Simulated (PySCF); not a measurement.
# Converging SiCl⁻ in the basis (PBE0)

PySCF, UKS reference; triplet, unpaired electrons π ↑↑; De to Si + Cl⁻ without counterpoise correction.

```csv
basis,relativity,functions,Re (Å),ωe (cm⁻¹),De (eV),μ (D)
def2-SVPD,no relativity,51,2.296,345,1.91,1.99
aug-pcseg-1,no relativity,54,2.263,357,2.08,2.64
aug-cc-pV(D+d)Z,no relativity,64,2.256,364,2.12,2.68
def2-TZVPPD,no relativity,99,2.242,367,2.12,2.54
```

Problem. How does each smaller set differ from the one with most functions, def2-TZVPPD?

Solution. def2-SVPD: +5.4 pm, -6.0 % in ωe, -0.21 eV in De; aug-pcseg-1: +2.1 pm, -2.7 % in ωe, -0.04 eV in De; aug-cc-pV(D+d)Z: +1.4 pm, -0.8 % in ωe, +0.00 eV in De. All at PBE0; the set with most functions is neither the basis-set limit nor always the best.

A positive dipole points towards Cl; it is taken about the centre of mass and depends on that origin. For an ion De counts to the pair picked by the measured ionisation energies or electron affinities, which need not be the lowest pair at this level. The highest Kohn–Sham level is positive in some of these anions. Much of that is self-interaction error, but it also means that the finite basis helps to hold the extra electron. The state was picked by a PBE0 search and need not be the measured ground state.
